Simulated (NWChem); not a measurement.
Basis-set convergence for H4Si

```xyz
5

Si     0.0000     0.0000     0.0000
H      1.2273     0.0000    -0.8678
H     -1.2273     0.0000    -0.8678
H      0.0000     1.2273     0.8678
H      0.0000    -1.2273     0.8678
```
Charge 0, spin multiplicity 1.

All runs are NWChem calculations. Structure: optimised with PBE/def2-SVP, a minimum by its harmonic frequencies.

Quantity: LUMO energy at the level PBE0.

The Pople sets run with spherical d functions. The structure started from a generated list of species.

In def2-QZVP the value is 0.82 eV. Among 3-21G, 6-31G*, pcseg-1, cc-pVDZ, def2-SVP, 6-311++G**, aug-pcseg-1, pcseg-2, cc-pVQZ, which is the smallest basis within 0.1 eV of it?

pcseg-2, with 90 functions against 190 and about 10 % of the time (also within reach: cc-pVQZ). def2-QZVP isn't the basis-set limit itself, and a small set can land close by cancellation.

```
basis        functions  LUMO energy (eV)
-----------  ---------  ----------------
3-21G               21              1.85
6-31G*              26              1.53
pcseg-1             38              1.09
cc-pVDZ             38              1.39
def2-SVP            38              1.43
6-311++G**          58              0.09
aug-pcseg-1         63             -0.04
pcseg-2             90              0.79
cc-pVQZ            179              0.90
def2-QZVP          190              0.82
```

This LUMO lies above zero in the largest set, so its value hangs on the diffuse functions.
